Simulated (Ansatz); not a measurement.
**Other spins and charges of HNP, doublet at one geometry**

Geometry (PBE0/def2-TZVP stationary point for this spin, not checked as a minimum):

```xyz
3

N     0.0000   -0.1179    1.0172
P     0.0000    0.0319   -0.5145
H     0.0000    0.6571    1.6748
```

Basis 6-31G; Ansatz 0.2.0. Only valence electrons are correlated (noble-gas cores frozen). R marks a restricted (for open shells ROHF) determinant, U an unrestricted one. Active spaces: valence = (11e, 9o) chosen from the atoms' valence shells.

Gaps are energies of the second state less the first, at fixed atoms, for a selection of the levels run; each method lands on the state that its own search finds for that charge and spin.

Unrestricted rows (U, and Kohn–Sham where it breaks symmetry) aren't spin-pure: their determinants' ⟨S²⟩ exceeds S(S+1) by up to 0.17, so they mix in states of higher spin, at the starting point too. HF rows: RHF is the determinant under the cluster runs. Coupled cluster chose its determinant by a search with trial CCSD, here up to 0.23 eV above the lowest Hartree–Fock solution of its kind, and MP2 stands on that determinant too. For open shells CISD is restricted-active-space CI with the open shells as a complete middle space. A value is left out where its run failed or describes another state than the reference as far as symmetry and spin tell, or, spin-broken singlets apart, can't be checked.

Removing an electron, to the triplet: 10.496 eV at full CI (doublet A', triplet ion A', in Cs).

Large singles or doubles amplitudes warn of static correlation in the HNP doublet and the HNP⁺ triplet.

```csv
level,gap (eV),error (meV),⟨S²⟩ where 0.1 over S(S+1) (first / second)
RMP2,10.997,501,– / –
UMP2,10.670,174,0.92 / –
CISD,10.436,-60,– / –
RCCSD,10.539,43,– / –
BCCD(T),10.549,53,– / –
RCCSDTQ,10.494,-2,– / –
UCCSDTQ,10.494,-2,0.92 / –
CASSCF (valence space),10.064,-432,– / –
MRCISD (valence space),10.510,14,– / –
r2SCAN,11.285,789,– / –
```

Question: PBE gives 7.994 eV for removing an electron, to the singlet. Estimate what full CI gives in 6-31G.

Answer: Full CI in 6-31G gives 7.215 eV, so against it PBE is off by 0.779 eV, of which a good part can be the reference's own basis and frozen-core error.

Large singles or doubles amplitudes warn of static correlation in the HNP doublet and the HNP⁺ singlet.

```json
{"level": "RHF", "gap (eV)": "7.994", "error (meV)": "779"}
{"level": "CISD", "gap (eV)": "7.451", "error (meV)": "236"}
{"level": "RCCSDT(Q)", "gap (eV)": "7.211", "error (meV)": "-4"}
{"level": "NEVPT2 (valence space)", "gap (eV)": "7.085", "error (meV)": "-130"}
{"level": "MRCISD+Q (valence space)", "gap (eV)": "7.228", "error (meV)": "13"}
{"level": "r2SCAN", "gap (eV)": "8.180", "error (meV)": "965"}
{"level": "PBE0", "gap (eV)": "8.242", "error (meV)": "1027"}
{"level": "B3LYP", "gap (eV)": "8.167", "error (meV)": "952"}
{"level": "B2PLYP", "gap (eV)": "7.688", "error (meV)": "473"}
{"level": "RPA-PBE", "gap (eV)": "7.229", "error (meV)": "14"}
```

Quartet less doublet: 3.697 eV at full CI (doublet A', quartet A'', in Cs).

Large singles or doubles amplitudes warn of static correlation in the HNP doublet.

| level | gap (eV) | error (meV) | ⟨S²⟩ where 0.1 over S(S+1) (first / second) |
| --- | --- | --- | --- |
| RMP2 | 3.879 | 182 | – / – |
| RCCSD(T) | 3.675 | -22 | – / – |
| UCCSD(T) | 3.665 | -32 | 0.92 / – |
| BCCD(T) | 3.672 | -25 | – / – |
| UCCSDT | 3.675 | -22 | 0.92 / – |
| RCCSDT(Q) | 3.698 | 1 | – / – |
| UCCSDT(Q) | 3.699 | 2 | 0.92 / – |
| UCCSDTQ | 3.693 | -4 | 0.92 / – |
| PBE | 3.741 | 44 | – / – |
| wB97M-V | 3.688 | -9 | – / – |

In so small a basis the reference is far from its limit while semilocal and hybrid functionals are nearer theirs (RPA and double hybrids share part of the reference's basis error), so the functionals' errors here hold much of the reference's basis and frozen-core error, which can add to them or hide them. The set has no polarisation functions, which weighs most on the reference.

Full CI is exact within this basis and frozen core; it isn't the basis-set limit. The frozen core follows each run's orbitals, which can shift R against U totals by a few meV.
